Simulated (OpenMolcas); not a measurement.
# AlF2 (SMILES [F][Al][F]): a chain of runs

Aim: a single-point energy (ROHF/STO-3G), then the energy (CASSCF(3,3)/STO-3G), then a single-point energy (CASPT2(3,3)/STO-3G), then the energy (SC-NEVPT2(3,3)/STO-3G), then a single-point energy (MRCI(3,3)/STO-3G) of AlF2. 

Program for the calculation: OpenMolcas 26.06.

1 further run of the same task is left out (set aside as unsound or not needed).

## 1. The structure to begin with

AlF2: 3 atoms, total charge 0, spin state doublet. As SMILES, `[F][Al][F]`. The F1–Al2 distance was set to 4.116 Å, away from the relaxed value. At this shape a bond of the SMILES string is far longer than usual.

Bond lengths: Al2–F3 1.647 Å.

## 2. A single-point energy at ROHF/STO-3G (run 1)

step1.input

```
* AlF2 Hartree-Fock

&GATEWAY
 BasLib=$CurrDir
 Coord
 3
 angstrom
 F        0.749453      -3.816130      -0.026802
 Al       0.388700       0.275400       0.245200
 F       -0.932500       1.021000      -0.394800
 Basis=STO-3G
 Group=NoSym

&SEWARD

&SCF
 UHF
 Spin=2
 Scramble=0.25
 PrOrbitals=1 1

&RASSCF
 FileOrb=$Project.UnaOrb
 Spin=2
 Nactel=1 0 0
 Inactive=15
 Ras2=1
 OutOrbitals=Canonical
 OrbListing=Nothing
```

The basis set STO-3G is read from a file made from the Basis Set Exchange's data (not shown).

Run with:

```bash
$ export MOLCAS_MEM=1860
$ pymolcas step1.input > step1.log
```

What it wrote:

```text
--- Start Module: gateway ---
[...]
--- Stop Module: gateway /rc=_RC_ALL_IS_WELL_ ---
[...]
      Basis functions           19
[...]
--- Start Module: scf ---
[...]
       Convergence after  30 Iterations
[...]
::    Total SCF energy                               -435.0285729256
[...]
      Total spin, S                                     0.5000000345
[...]
--- Stop Module: scf /rc=_RC_ALL_IS_WELL_ ---
[...]
--- Start Module: rasscf ---
[...]
      Number of active orbitals                  1
[...]
      Spin quantum number                      0.5
[...]
      Active orbitals                            1
[...]
      Number of CSFs                             1
[...]
      Number of root(s) required                 1
[...]
      Convergence after  4 iterations
[...]
      printout of CI-coefficients larger than  0.05 for root  1
      energy=    -435.028573
      conf/sym  1     Coeff  Weight
             1  u   1.00000 1.00000
      Natural orbitals and occupation numbers for root  1
      sym 1:   1.000000
      ************************************************************************************************************************
      *                                                    Final results                                                     *
[...]
::    RASSCF root number  1 Total energy:   -435.02857278
[...]
      Total electronic charge=   31.000000
      Total            charge=   -0.000000
[...]
      Dipole Moment (debye):
      Origin of the operator (angstrom)=    0.1079   -0.7029   -0.0215
                   X=  1.0317E+00               Y= -5.8644E-01               Z=  4.9904E-01           Total=  1.2874E+00
      Quadrupole Moment (debye*angstrom):
[...]
--- Stop Module: rasscf /rc=_RC_ALL_IS_WELL_ ---
[...]
```

Run time: 6.6 s. Hardware: 1 thread of AMD EPYC 7R43 (Zen 3), shared host; peak memory 0.37 GiB.

## 3. A single-point energy at CASSCF(3,3)/STO-3G (run 2)

step2.inp

```
&GATEWAY
BasLib=$CurrDir
Coord
3
angstrom
F        0.749453      -3.816130      -0.026802
Al       0.388700       0.275400       0.245200
F       -0.932500       1.021000      -0.394800
Basis=STO-3G
Group=NoSym
&SEWARD
&RASSCF
FileOrb=$CurrDir/step1.RasOrb
Spin=2
Nactel=3 0 0
Inactive=14
Ras2=3
OrbListing=Nothing
OrbAppear=Compact
```

The basis set STO-3G is read from a file made from the Basis Set Exchange's data (not shown).

Run with:

```bash
$ export MOLCAS_MEM=1860
$ pymolcas step2.inp > step2.log
```

What it wrote:

```text
--- Start Module: gateway ---
[...]
--- Stop Module: gateway /rc=_RC_ALL_IS_WELL_ ---
--- Start Module: seward ---
[...]
      Basis functions           19
--- Stop Module: seward /rc=_RC_ALL_IS_WELL_ ---
[...]
--- Start Module: rasscf ---
[...]
      Number of active orbitals                  3
[...]
      Spin quantum number                      0.5
[...]
      Active orbitals                            3
[...]
      Number of CSFs                             8
[...]
      Number of root(s) required                 1
[...]
      Convergence after 10 iterations
[...]
      printout of CI-coefficients larger than  0.05 for root  1
      energy=    -435.040688
      conf/sym  111     Coeff  Weight
             1  2u0   0.99030 0.98070
             8  0u2   0.13892 0.01930
      Natural orbitals and occupation numbers for root  1
      sym 1:   1.961402   1.000000   0.038598
      ************************************************************************************************************************
      *                                                    Final results                                                     *
[...]
::    RASSCF root number  1 Total energy:   -435.04068751
[...]
      Total electronic charge=   31.000000
      Total            charge=   -0.000000
[...]
      Dipole Moment (debye):
      Origin of the operator (angstrom)=    0.1079   -0.7029   -0.0215
                   X=  1.1363E+00               Y= -6.4555E-01               Z=  5.4971E-01           Total=  1.4178E+00
      Quadrupole Moment (debye*angstrom):
[...]
--- Stop Module: rasscf /rc=_RC_ALL_IS_WELL_ ---
[...]
```

Run time: 4.8 s. Hardware: 1 thread of AMD EPYC 7R43 (Zen 3), shared host; peak memory 0.36 GiB.

## 4. A single-point energy at CASPT2(3,3)/STO-3G (run 3)

step3.inp

```
>>> EXPORT MOLCAS_PRINT=2

&gateway
  baslib = $CurrDir
  coord
  3
  angstrom
  F        0.749453      -3.816130      -0.026802
  Al       0.388700       0.275400       0.245200
  F       -0.932500       1.021000      -0.394800
  basis = STO-3G
  group = NoSym

&seward

&rasscf
  fileorb = $CurrDir/step2.RasOrb
  spin = 2
  nactel = 3 0 0
  inactive = 14
  ras2 = 3
  orblisting = Nothing
  orbappear = Compact

&caspt2
  imaginary = 0.1
  frozen = 7
```

The basis set STO-3G is read from a file made from the Basis Set Exchange's data (not shown).

Run with:

```bash
$ export MOLCAS_MEM=1860
$ pymolcas step3.inp > step3.log
```

What it wrote:

```text
--- Start Module: gateway ---
[...]
--- Stop Module: gateway /rc=_RC_ALL_IS_WELL_ ---
[...]
      Basis functions           19
[...]
--- Start Module: rasscf ---
[...]
      Number of active orbitals                  3
[...]
      Spin quantum number                      0.5
[...]
      Active orbitals                            3
[...]
      Number of CSFs                             8
[...]
      Number of root(s) required                 1
[...]
      Convergence after  4 iterations
[...]
      printout of CI-coefficients larger than  0.05 for root  1
      energy=    -435.040688
      conf/sym  111     Coeff  Weight
             1  2u0   0.99030 0.98070
             8  0u2   0.13892 0.01930
      Natural orbitals and occupation numbers for root  1
      sym 1:   1.961404   1.000000   0.038596
      ************************************************************************************************************************
      *                                                    Final results                                                     *
[...]
::    RASSCF root number  1 Total energy:   -435.04068751
[...]
      Total electronic charge=   31.000000
      Total            charge=   -0.000000
[...]
      Dipole Moment (debye):
      Origin of the operator (angstrom)=    0.1079   -0.7029   -0.0215
                   X=  1.1364E+00               Y= -6.4557E-01               Z=  5.4973E-01           Total=  1.4178E+00
      Quadrupole Moment (debye*angstrom):
[...]
--- Stop Module: rasscf /rc=_RC_ALL_IS_WELL_ ---
[...]
--- Start Module: caspt2 ---
[...]
 ###    WARNING: User changed nr of frozen orbitals.                         ###
 ###############################################################################
[...]
      E2 (Variational):          -0.0354208614
      Total energy:            -435.0761083718
[...]
      Reference weight:           0.97959
[...]
::    CASPT2 Root  1     Total energy:   -435.07610837
[...]
--- Stop Module: caspt2 /rc=_RC_ALL_IS_WELL_ ---
[...]
```

It took 4.5 s on 1 thread of AMD EPYC 7R43 (Zen 3), shared host; peak memory 0.37 GiB.

## 5. A single-point energy at SC-NEVPT2(3,3)/STO-3G (run 4)

step4.inp

```
&gateway
 baslib=$CurrDir
 coord
 3
 angstrom
 F        0.749453      -3.816130      -0.026802
 Al       0.388700       0.275400       0.245200
 F       -0.932500       1.021000      -0.394800
 basis=STO-3G
 group=NoSym

&seward

&rasscf
 fileorb=$CurrDir/step2.RasOrb
 spin=2
 nactel=3 0 0
 inactive=14
 ras2=3
 orblisting=Nothing
 orbappear=Compact

&caspt2
 sc-nevpt2
 frozen=7
```

The basis set STO-3G is read from a file made from the Basis Set Exchange's data (not shown).

Run with:

```bash
$ export MOLCAS_MEM=1860
$ pymolcas step4.inp > step4.log
```

What it wrote:

```text
--- Start Module: gateway ---
[...]
--- Stop Module: gateway /rc=_RC_ALL_IS_WELL_ ---
[...]
      Basis functions           19
[...]
--- Start Module: rasscf ---
[...]
      Number of active orbitals                  3
[...]
      Spin quantum number                      0.5
[...]
      Active orbitals                            3
[...]
      Number of CSFs                             8
[...]
      Number of root(s) required                 1
[...]
      Convergence after  4 iterations
[...]
      printout of CI-coefficients larger than  0.05 for root  1
      energy=    -435.040688
      conf/sym  111     Coeff  Weight
             1  2u0   0.99030 0.98070
             8  0u2   0.13892 0.01930
      Natural orbitals and occupation numbers for root  1
      sym 1:   1.961404   1.000000   0.038596
      ************************************************************************************************************************
      *                                                    Final results                                                     *
[...]
::    RASSCF root number  1 Total energy:   -435.04068751
[...]
      Total electronic charge=   31.000000
      Total            charge=   -0.000000
[...]
      Dipole Moment (debye):
      Origin of the operator (angstrom)=    0.1079   -0.7029   -0.0215
                   X=  1.1364E+00               Y= -6.4557E-01               Z=  5.4973E-01           Total=  1.4178E+00
      Quadrupole Moment (debye*angstrom):
[...]
--- Stop Module: rasscf /rc=_RC_ALL_IS_WELL_ ---
[...]
--- Start Module: caspt2 ---
[...]
 ###    WARNING: User changed nr of frozen orbitals.                         ###
 ###############################################################################
[...]
      E2 (Variational):          -0.0329388461
[...]
      E2 (Variational):          -0.0329352025
      Total energy:            -435.0736227130
[...]
      Reference weight:           0.98237
[...]
::    SC-NEVPT2 Root  1     Total energy:   -435.07362271
[...]
--- Stop Module: caspt2 /rc=_RC_ALL_IS_WELL_ ---
[...]
```

Run time: 4.5 s. Hardware: 1 thread of AMD EPYC 7R43 (Zen 3), shared host; peak memory 0.37 GiB.

## 6. A single-point energy at MRCI(3,3)/STO-3G (run 5)

step5.input

```
* AlF2 MRCI
>>> EXPORT MOLCAS_PRINT=2

&GATEWAY
 BasLib
 $CurrDir
 Coord
 3
 angstrom
 F        0.749453      -3.816130      -0.026802
 Al       0.388700       0.275400       0.245200
 F       -0.932500       1.021000      -0.394800
 Basis
 STO-3G
 Group
 NoSym

&SEWARD

&RASSCF
 FileOrb
 $CurrDir/step2.RasOrb
 Spin
 2
 Nactel
 3 0 0
 Inactive
 14
 Ras2
 3
 OrbListing
 Nothing
 OrbAppear
 Compact

&MOTRA
 LumOrb
 Frozen
 7

&GUGA
 Electrons
 17
 Spin
 2
 Inactive
 7
 Active
 3
 CIAll
 1

&MRCI
 SDCI
```

The basis set STO-3G is read from a file made from the Basis Set Exchange's data (not shown).

Run with:

```bash
$ export MOLCAS_MEM=1860
$ pymolcas step5.input > step5.log
```

What it wrote:

```text
--- Start Module: gateway ---
[...]
--- Stop Module: gateway /rc=_RC_ALL_IS_WELL_ ---
[...]
      Basis functions           19
[...]
      Number of active orbitals                  3
[...]
      Spin quantum number                      0.5
[...]
      Active orbitals                            3
[...]
      Number of CSFs                             8
[...]
      Number of root(s) required                 1
[...]
      Convergence after  4 iterations
[...]
      printout of CI-coefficients larger than  0.05 for root  1
      energy=    -435.040688
      conf/sym  111     Coeff  Weight
             1  2u0   0.99030 0.98070
             8  0u2   0.13892 0.01930
      Natural orbitals and occupation numbers for root  1
      sym 1:   1.961404   1.000000   0.038596
      ************************************************************************************************************************
      *                                                    Final results                                                     *
[...]
::    RASSCF root number  1 Total energy:   -435.04068751
[...]
      Dipole Moment (debye):
      Origin of the operator (angstrom)=    0.1079   -0.7029   -0.0215
                   X=  1.1364E+00               Y= -6.4557E-01               Z=  5.4973E-01           Total=  1.4178E+00
      Quadrupole Moment (debye*angstrom):
[...]
      *** WARNING: Default frozen orbitals is overwritten by user input.
      *** Default values:   4
[...]
--- Start Module: guga ---
[...]
--- Stop Module: guga /rc=_RC_ALL_IS_WELL_ ---
--- Start Module: mrci ---
[...]
       (But an ACPF correction will be computed)
       USE THE DEFAULT ACPF G-VALUE GFAC=  0.11764705882352941
[...]
                      CI ENERGY:  -435.08485412
[...]
                ACPF CORRECTION:    -0.00180623
[...]
      Total electronic charge=   31.000000
      Total            charge=   -0.000000
[...]
     ACPF CORRECTION:     -0.00180623
[...]
  CI State   1     Total energy:   -435.08485412     QDav:     -0.00205829     QACPF:     -0.00180623
[...]
--- Stop Module: mrci /rc=_RC_ALL_IS_WELL_ ---
[...]
```

Wall time 6.3 s (1 thread of AMD EPYC 7R43 (Zen 3), shared host); peak memory 0.36 GiB.

## 7. What came out

| quantity | value |
| --- | --- |
| run 1, ROHF/STO-3G: total energy | -435.02857 Eh |
| run 1, ROHF/STO-3G: dipole moment | 1.29 D |
| run 2, CASSCF(3,3)/STO-3G: total energy | -435.04069 Eh |
| run 2, CASSCF(3,3)/STO-3G: dipole moment (CASSCF density) | 1.42 D |
| run 3, CASPT2(3,3)/STO-3G: total energy | -435.07611 Eh |
| run 3, CASPT2(3,3)/STO-3G: dipole moment (CASSCF density) | 1.42 D |
| run 4, SC-NEVPT2(3,3)/STO-3G: total energy | -435.07362 Eh |
| run 4, SC-NEVPT2(3,3)/STO-3G: dipole moment (CASSCF density) | 1.42 D |
| run 5, MRCI(3,3)/STO-3G: total energy | -435.08485 Eh |
| run 5, MRCI(3,3)/STO-3G: dipole moment (CASSCF density) | 1.42 D |

Mulliken charges (run 4, SC-NEVPT2(3,3)/STO-3G) of the CASSCF density run from -0.44 on F3 to +0.44 on Al2; they depend strongly on the basis. Mulliken charges (run 5, MRCI(3,3)/STO-3G) of the CASSCF density run from -0.44 on F3 to +0.44 on Al2; they depend strongly on the basis.
